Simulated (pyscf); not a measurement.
**Four-centre exchange: H₂N–SiH₂–Cl + HCl → H₂N–SiH(Cl)–Cl + H₂**

Gas phase, singlet surface, charge 0. Bonds broken: Si2–H6, Cl8–H9. Bonds formed: Si2–Cl8, H6–H9. Structures and frequencies: ωB97X-D3(BJ)/def2-SVP in PySCF.

Transition state (Å):

```xyz
9

N     -1.7807    -0.2075     0.3391
Si    -0.1783     0.0702    -0.1147
Cl     1.1450    -1.3017    -0.8682
H     -2.5272    -0.3988    -0.3178
H     -2.0353    -0.2463     1.3201
H      0.3135     1.6081    -0.6540
H      0.4579     0.4458     1.1788
Cl    -1.0885     0.4066    -2.4312
H     -0.1605     1.3714    -1.4123
```

One imaginary mode, 951i cm⁻¹; descent along it reached the two sides named, in the forms told below.

```tsv
bond	change	reactant side (Å)	saddle	product side
Si2–H6	breaks	1.480	1.702	4.0
Cl8–H9	breaks	1.293	1.682	3.0
Si2–Cl8	forms	3.7	2.512	2.056
H6–H9	forms	3.2	0.925	0.760
```

Electronic energies relative to the separated reactants (kJ/mol):

| level | barrier | reaction energy | reverse barrier |
|---|---|---|---|
| ωB97X-D3(BJ)/def2-TZVP | 130.6 | -91.1 | 221.6 |
| PBE/def2-TZVP | 109.4 | -79.3 | 188.7 |
| r²SCAN/def2-TZVP | 113.0 | -88.3 | 201.3 |
| B3LYP-D3(BJ)/def2-TZVP | 129.8 | -82.6 | 212.4 |
| PBE0-D3(BJ)/def2-TZVP | 117.1 | -82.5 | 199.6 |
| M06-2X/def2-TZVP | 133.7 | -89.9 | 223.7 |
| ωB97M-D3(BJ)/def2-TZVP | 135.2 | -81.8 | 217.0 |
| HF/def2-TZVP | 218.7 | -66.4 | 285.1 |

With ωB97M-D3(BJ)/def2-TZVP energies and thermal terms (ideal gas, 1 atm, RRHO with modes under 100 cm⁻¹ raised to 100, one conformer, R ln 2 for chiral ones without a mode under 150 cm⁻¹), in kJ/mol:

| T (K) | ΔH‡ | ΔG‡ | ΔH | ΔG |
|---|---|---|---|---|
| 298 | 133.9 | 176.9 | -88.2 | -82.0 |
| 600 | 133.1 | 220.9 | -84.5 | -77.3 |
| 900 | 134.2 | 264.6 | -82.2 | -74.2 |
| 1200 | 135.8 | 307.8 | -81.0 | -71.7 |

On the reactant side the descent ends in a complex, 20.1 kJ/mol under the separated species and 150.6 kJ/mol under the saddle at ωB97X-D3(BJ)/def2-TZVP. One saddle was located; it need not be the lowest between these sides.
